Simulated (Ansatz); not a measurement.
Results of HSE06-D3(BJ) (PAW; Ansatz, a program for electronic structure) for hcp Mg.

Settings: plane-wave cutoff 460 eV, 12×12×6 k mesh (along the axes of the cell as run), Fermi–Dirac smearing 0.05 eV, scalar-relativistic PAW data made under PBE.

Computed at the level's own relaxed cell.

Give the computed lattice parameter a and c axis length.


- lattice parameter a: 3.130 Å
- c axis length: 5.021 Å

Measured, for comparison: lattice constant a 3.209 Å, lattice parameter c 5.210 Å (293 K, not corrected to a static lattice; as tabulated in Wikipedia's data pages). Computed (rounded) less measured: lattice constant a -2.5 %, lattice parameter c -3.6 %.

Static lattice: no zero-point or thermal effects.

Computing time: around 20 core-minutes (rough).
